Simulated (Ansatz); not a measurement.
Elastic constant C12 of some fcc solids

Method: PBEsol in Ansatz (PAW). References are measured values at low temperature.

Values in GPa.

```
solid   reference  PBEsol  error (%)
------  ---------  ------  ---------
fcc Pd       176¶     184       +4.5
fcc Au       170¶     164       -3.5
fcc Pt        254     252       -0.8
fcc Ni        151     184        +22
fcc Al       61.9    67.9       +9.7
fcc Cu       125¶     147      +17.6
fcc Ag       97.3     105       +7.9
```

Over these 7 solids the mean error is +8.2 %, the mean absolute error 9.4 % (median 7.9 %), and the worst case fcc Ni at +22 %; the value is above the reference in 5 of 7 cases.

All these references are low-temperature values that still hold zero-point motion.

Spin–orbit coupling is left out, also for the solids with elements from indium on (fcc Au, fcc Pt); its size isn't shown.

¶ marks references of a special kind: fcc Pd, 176 GPa (measured, 0 K, extrapolated to 0 K; zero-point effects included; as tabulated in Malica and Corso (2021), arXiv:2109.00459); fcc Au, 170 GPa (measured, 0 K, extrapolated to 0 K; zero-point effects included; as tabulated in Malica and Corso (2021), arXiv:2109.00459); fcc Cu, 125 GPa (measured, 0 K, extrapolated to 0 K; zero-point effects included; as tabulated in Malica and Corso (2021), arXiv:2109.00459).

Differences are worked out from the printed values.

Each level is taken at its own relaxed cell. Ansatz's density-functional and Hartree–Fock values are scalar-relativistic unless marked +SOC, with PAW data made under PBE.

Ansatz's runs of these crystals have no spin polarisation, but for fcc Ni.

Density-functional runs with spin start from parallel moments for fcc Ni.

Not in this set, of the fcc solids with a reference value in our tables and a result at some level: 3 for a reference at room or unstated temperature. These can be a level's best or worst cases. Solids without a released value at any level aren't counted. L1₀ solids are left out, as their cells have other axes than the references. Layered and molecular crystals are counted apart. The metals Ce to Yb are counted apart.

References as tabulated in Li et al. (2021), arXiv:2102.01972; Malica and Corso (2021), arXiv:2109.00459.

Ansatz is a quantum-chemistry and plane-wave program.
